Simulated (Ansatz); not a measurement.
## CH3AlS, SMILES [CH2]1[AlH][S]1: the energy of protonation at one site, step by step

Computed with Ansatz's Python interface.

Notebook, run cell by cell (the value of a cell's last expression is shown):

In [1]:
```python
import warnings

import ansatz as az
import numpy as np
```

In [2]:
```python
config = {
    "basis_set": "def2-SVP",
    "functional": "r2SCAN",
    "net_charge": 1,
    "fmax": 0.01,
}
```

In [3]:
```python
warnings.simplefilter("ignore", az.DeckWarning)
```

In [4]:
```python
geometry = (
    az.Crystal.molecule()
    .atom("C", [-0.1832, -0.3005, -0.6752])
    .atom("Al", [-0.0037, 0.3947, 1.1228])
    .atom("S", [0.4839, -1.655, 0.1705])
    .atom("H", [-1.2028, -0.4475, -1.0024])
    .atom("H", [0.4441, 0.1784, -1.4676])
    .atom("H", [0.5038, 1.7659, 1.8058])
)
```

In [5]:
```python
calc = (
    geometry.calculation()
    .basis(gaussian=config["basis_set"])
    .functional(config["functional"])
)
symbols = [site.symbol for site in geometry.cartesian_sites]
start = np.array([site.position_ang for site in geometry.cartesian_sites], dtype=float)
summary = calc.relax(force_tolerance=0.01, max_steps=100).run(threads=1, pin="off").report
end = np.array(summary["positions_ang"])
```

In [6]:
```python
away = sum((end[2] - end[j]) / np.linalg.norm(end[2] - end[j]) for j in [0, 1]) + np.array([0.15, 0.1, -0.2])
proton = end[2] + 1.4 * away / np.linalg.norm(away)
acid = az.Crystal.molecule()
for symbol, place in zip(symbols, end):
    acid = acid.atom(symbol, place.tolist())
acid = acid.atom("H", proton.tolist())
protonated = (
    acid.calculation()
    .basis(gaussian=config["basis_set"])
    .functional(config["functional"])
    .charge(config["net_charge"])
    .relax(force_tolerance=config["fmax"], max_steps=80)
)
after = protonated.run(threads=1, pin="off").report
xyz = np.array(after["positions_ang"])
reach = np.linalg.norm(xyz[:-1] - xyz[-1], axis=1)
print(f"base {summary['free_energy_ev']:.5f} eV, protonated {after['free_energy_ev']:.5f} eV")
print(f"the proton ends {reach.min():.3f} A from {symbols[reach.argmin()]}{reach.argmin()}")
print(f"electronic proton affinity {(summary['free_energy_ev'] - after['free_energy_ev']):.3f} eV")
```
```text
base -18509.45656 eV, protonated -18518.16863 eV
the proton ends 1.359 A from S2
electronic proton affinity 8.712 eV
```

Reading the output:
- These settings explore the input space; basis and method may be short of convergence.
- The proton is put on one chosen atom, which needn't be the most basic site, so the molecule's proton affinity can be higher; the ends are stationary points, not checked by frequencies, and zero-point and thermal terms count only where printed.
- It ran for 92 s on 1 thread of Arm Neoverse V1, on a shared host, peak memory 0.21 GiB.
